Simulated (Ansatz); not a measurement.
Born–Oppenheimer molecular dynamics of BClH₃N (6 atoms, charge 0, multiplicity 1). It starts from a relaxed structure.

All numbers below come from Ansatz, RKS CAM-B3LYP-D4/cc-pVDZ.

```json
{
 "ensemble": "NVT, Nosé–Hoover chain",
 "time step": "0.5 fs",
 "steps asked": "100",
 "set temperature": "300 K",
 "thermostat": "time constant 100 fs, chain length 3 (defaults)",
 "seed": "108376"
}
```

First frame:

```xyz
6
Properties=species:S:1:pos:R:3
B 0.076 0.063 -0.022
Cl -0.018 -0.635 1.615
N 1.272 0.014 -0.712
H 2.113 -0.402 -0.331
H 1.374 0.396 -1.643
H -0.903 0.564 -0.497
```

(1) How far do the bonds stretch over the last three quarters of this one trajectory? (Pairs bonded in most of those frames.)

## Answers

(1) 
| bond | mean (Å) | spread (Å) | shortest | longest |
| --- | --- | --- | --- | --- |
| B1–Cl2 | 1.780 | 0.009 | 1.76 | 1.79 |
| B1–N3 | 1.383 | 0.010 | 1.37 | 1.40 |
| B1–H6 | 1.202 | 0.028 | 1.16 | 1.24 |
| N3–H4 | 1.016 | 0.029 | 0.97 | 1.06 |
| N3–H5 | 1.013 | 0.013 | 0.99 | 1.03 |

Mean temperature of the second half: 158 K. The conserved energy stayed within 0.32 meV per atom of its start (net change 0.08 meV per atom), so the integration is sound. The mean temperature of the second half is 47 % below the set value. A run of 0.05 ps of so small a system gives no equilibrium averages.

The run took 2.6 min on 1 thread of Arm Neoverse V2, with other jobs on the host, peak memory 0.12 GiB.
